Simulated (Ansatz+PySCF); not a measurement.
A calculation with Ansatz (development build ahead of 0.2.0).

```yaml
crystal:
  periodic: [false, false, false]
  atoms:
    - { symbol: B, position_ang: [0.0, 0.0, 0.0] }
    - { symbol: P, position_ang: [1.07076, 1.42768, 3.09103] }
basis:
  gaussian: { orbitals: "6-31G" }
total_charge: 1
magnetization:
  initial_magnetization: 3
hamiltonian:
  xc: hf
correlation:
  method: ccsd_t
  frozen_orbitals: { B: 1, P: 5 }
```

The input is written out in the form of the current development build from the run's settings. Correlation on restricted open-shell orbitals is semicanonical, with singles.

Output:

| Quantity | Value |
| --- | --- |
| Converged | yes |
| Reference energy | -364.92987 hartree |
| CCSD correlation energy | -0.07622 hartree |
| Triples correction | -0.00038 hartree |
| Total energy | -365.00647 hartree |
| Spin squared of the determinant | 3.750 |
| Stability test | minimum among restricted orbitals |
| T1 diagnostic | 0.019 |
| Largest doubles amplitude | 0.16 |
| Occupied orbitals by symmetry in an Abelian subgroup (alpha; beta) | 7 A1 2 B1 2 B2; 6 A1 1 B1 1 B2 |
